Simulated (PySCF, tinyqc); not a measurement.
G0W0 on RHF in the sto-3g basis, for LiH, spin multiplicity 1, step by step. The lowest restricted solution is unstable here: a spin-polarised one lies 0.0130 hartree lower (PySCF). One step of it, computed by the program tinyqc.

Problem. Iteration 1: building the Fock matrix. J_ij = sum D_kl (ij|kl), K_ij = sum D_kl (ik|jl); F = H + J - 0.5 K; E = tr D H + tr D J / 2 - 0.25 tr D K + E_nn.

D at the start, order 1Li 1s, 1Li 2s, 1Li 2px, 1Li 2py, 1Li 2pz, 2H 1s:
$$\begin{pmatrix}
2.056982 & -0.200013 & 0.000000 & 0.000000 & -0.135058 & -0.099607 \\
-0.200013 & 0.658031 & 0.000000 & 0.000000 & 0.592752 & 0.473437 \\
0.000000 & 0.000000 & 0.000000 & 0.000000 & 0.000000 & 0.000000 \\
0.000000 & 0.000000 & 0.000000 & 0.000000 & 0.000000 & 0.000000 \\
-0.135058 & 0.592752 & 0.000000 & 0.000000 & 0.534967 & 0.427471 \\
-0.099607 & 0.473437 & 0.000000 & 0.000000 & 0.427471 & 0.341608
\end{pmatrix}$$

core Hamiltonian H = T + V (hartree), order 1Li 1s, 1Li 2s, 1Li 2px, 1Li 2py, 1Li 2pz, 2H 1s:
$$\begin{pmatrix}
-4.633698 & -1.039464 & 0.000000 & 0.000000 & -0.007627 & -0.056729 \\
-1.039464 & -1.325708 & 0.000000 & 0.000000 & -0.081388 & -0.339997 \\
0.000000 & 0.000000 & -1.078474 & 0.000000 & 0.000000 & 0.000000 \\
0.000000 & 0.000000 & 0.000000 & -1.078474 & 0.000000 & 0.000000 \\
-0.007627 & -0.081388 & 0.000000 & 0.000000 & -1.138551 & -0.479022 \\
-0.056729 & -0.339997 & 0.000000 & 0.000000 & -0.479022 & -1.149350
\end{pmatrix}$$

Two-electron integrals (ij|kl) in chemists' order, unique and non-zero (hartree):
```
(11|11) 1.680395   (21|11) 0.265420   (21|21) 0.049941   (22|11) 0.397727
(22|21) 0.092860   (22|22) 0.290562   (31|31) 0.008981   (32|31) 0.013788
(32|32) 0.064184   (33|11) 0.396640   (33|21) 0.092880   (33|22) 0.290497
(33|33) 0.312946   (41|41) 0.008981   (42|41) 0.013788   (42|42) 0.064184
(43|43) 0.016869   (44|11) 0.396640   (44|21) 0.092880   (44|22) 0.290497
(44|33) 0.279207   (44|44) 0.312946   (51|51) 0.008981   (52|51) 0.013788
(52|52) 0.064184   (53|53) 0.016869   (54|54) 0.016869   (55|11) 0.396640
(55|21) 0.092880   (55|22) 0.290497   (55|33) 0.279207   (55|44) 0.279207
(55|55) 0.312946   (61|11) 0.013193   (61|21) 0.002522   (61|22) 0.004868
(61|33) 0.004804   (61|44) 0.004804   (61|51) 0.000349   (61|52) 0.000684
(61|55) 0.004999   (61|61) 0.000144   (62|11) 0.065727   (62|21) 0.015697
(62|22) 0.056924   (62|33) 0.053540   (62|44) 0.053540   (62|51) 0.002360
(62|52) 0.018078   (62|55) 0.063639   (62|61) 0.000981   (62|62) 0.023739
(63|31) 0.000825   (63|32) 0.004746   (63|53) 0.002291   (63|63) 0.001125
(64|41) 0.000825   (64|42) 0.004746   (64|54) 0.002291   (64|64) 0.001125
(65|11) 0.092597   (65|21) 0.022221   (65|22) 0.082377   (65|33) 0.076758
(65|44) 0.076758   (65|51) 0.003624   (65|52) 0.028002   (65|55) 0.093540
(65|61) 0.001412   (65|62) 0.036538   (65|65) 0.056491   (66|11) 0.227577
(66|21) 0.054863   (66|22) 0.218210   (66|33) 0.200639   (66|44) 0.200639
(66|51) 0.007599   (66|52) 0.076778   (66|55) 0.253183   (66|61) 0.003426
(66|62) 0.121822   (66|65) 0.191742   (66|66) 0.774606
```

nuclear repulsion = 0.68280930 hartree

Give: Coulomb J; exchange K; Fock matrix F; total energy of this density.

Solution.

Coulomb J (hartree), order 1Li 1s, 1Li 2s, 1Li 2px, 1Li 2py, 1Li 2pz, 2H 1s:
$$\begin{pmatrix}
4.0408 & 0.6889 & 0.0000 & 0.0000 & 0.0218 & 0.0360 \\
0.6889 & 1.3255 & 0.0000 & 0.0000 & 0.1395 & 0.3164 \\
0.0000 & 0.0000 & 1.3032 & 0.0000 & 0.0000 & 0.0000 \\
0.0000 & 0.0000 & 0.0000 & 1.3032 & 0.0000 & 0.0000 \\
0.0218 & 0.1395 & 0.0000 & 0.0000 & 1.3630 & 0.4662 \\
0.0360 & 0.3164 & 0.0000 & 0.0000 & 0.4662 & 1.3574
\end{pmatrix}$$

exchange K (hartree), order 1Li 1s, 1Li 2s, 1Li 2px, 1Li 2py, 1Li 2pz, 2H 1s:
$$\begin{pmatrix}
3.3881 & 0.5295 & 0.0000 & 0.0000 & 0.0142 & 0.0366 \\
0.5295 & 0.3655 & 0.0000 & 0.0000 & 0.2926 & 0.3090 \\
0.0000 & 0.0000 & 0.0709 & 0.0000 & 0.0000 & 0.0000 \\
0.0000 & 0.0000 & 0.0000 & 0.0709 & 0.0000 & 0.0000 \\
0.0142 & 0.2926 & 0.0000 & 0.0000 & 0.3477 & 0.3658 \\
0.0366 & 0.3090 & 0.0000 & 0.0000 & 0.3658 & 0.6319
\end{pmatrix}$$

Fock matrix F (hartree), order 1Li 1s, 1Li 2s, 1Li 2px, 1Li 2py, 1Li 2pz, 2H 1s:
$$\begin{pmatrix}
-2.2870 & -0.6153 & 0.0000 & 0.0000 & 0.0071 & -0.0390 \\
-0.6153 & -0.1830 & 0.0000 & 0.0000 & -0.0882 & -0.1781 \\
0.0000 & 0.0000 & 0.1892 & 0.0000 & 0.0000 & 0.0000 \\
0.0000 & 0.0000 & 0.0000 & 0.1892 & 0.0000 & 0.0000 \\
0.0071 & -0.0882 & 0.0000 & 0.0000 & 0.0506 & -0.1958 \\
-0.0390 & -0.1781 & 0.0000 & 0.0000 & -0.1958 & -0.1079
\end{pmatrix}$$

total energy of this density = -7.730846 hartree
